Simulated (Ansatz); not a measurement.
# AlH6OSi: the cost of one run

The runs use Ansatz 0.2.0, Gaussian basis; PBE0-D4/def2-SVP.

## 1. Starting geometry

SMILES `[AlH2][OH+][SiH3]`, 9 atoms, charge 1, spin multiplicity 1.

Atoms are counted from 1 here; the program's logs count them from 0.

Bond lengths: Al1–O2 1.770 Å, Al1–H4 1.518 Å, Al1–H5 1.521 Å, O2–Si3 1.876 Å, O2–H6 0.971 Å, Si3–H7 1.460 Å, Si3–H8 1.459 Å, Si3–H9 1.459 Å. Angles: O2–Al1–H4 114.6°, O2–Al1–H5 113.9°, H4–Al1–H5 131.5°, Al1–O2–Si3 133.7°, Al1–O2–H6 116.3°, Si3–O2–H6 110.0°, O2–Si3–H7 98.4°, O2–Si3–H8 98.4°, O2–Si3–H9 99.1°, H7–Si3–H8 116.7°, H7–Si3–H9 118.4°, H8–Si3–H9 118.3°.

As a file:

```xyz
9
charge 1, multiplicity 1
Al   -0.58532   -0.12409   -1.70427
O     0.44465   -0.20581   -0.26668
Si    0.18692    0.23179    1.53977
H    -1.97137    0.44327   -1.45720
H     0.08162   -0.63916   -2.97072
H     1.34432   -0.54480   -0.40114
H     1.28705    1.18059    1.68829
H     0.38483   -1.09590    2.11235
H    -1.17271    0.75411    1.45959
```

## 2. The run

Input file md/in.yaml:

```yaml
crystal:
  periodic: [false, false, false]
  atoms:
    - {symbol: Al, position_ang: [-0.585320, -0.124090, -1.704270]}
    - {symbol: O, position_ang: [0.444650, -0.205810, -0.266680]}
    - {symbol: Si, position_ang: [0.186920, 0.231790, 1.539770]}
    - {symbol: H, position_ang: [-1.971370, 0.443270, -1.457200]}
    - {symbol: H, position_ang: [0.081620, -0.639160, -2.970720]}
    - {symbol: H, position_ang: [1.344320, -0.544800, -0.401140]}
    - {symbol: H, position_ang: [1.287050, 1.180590, 1.688290]}
    - {symbol: H, position_ang: [0.384830, -1.095900, 2.112350]}
    - {symbol: H, position_ang: [-1.172710, 0.754110, 1.459590]}
basis:
  gaussian: {orbitals: def2-SVP}
total_charge: 1
hamiltonian: {xc: pbe0, dispersion: d4}
md: {n_steps: 40, timestep: 0.5, temperature: 500, ensemble: nve, seed: 604, initial_velocities: maxwell_boltzmann}
```

On the command line:

```sh
$ ansatz run in.yaml --threads 2 --pin off --events-out ev --progress --plain --max-ram 3481MiB
```

**Question.** How long does this run take on 2 threads of Intel Xeon at 2.50GHz, shared host?

About 1.7 min.
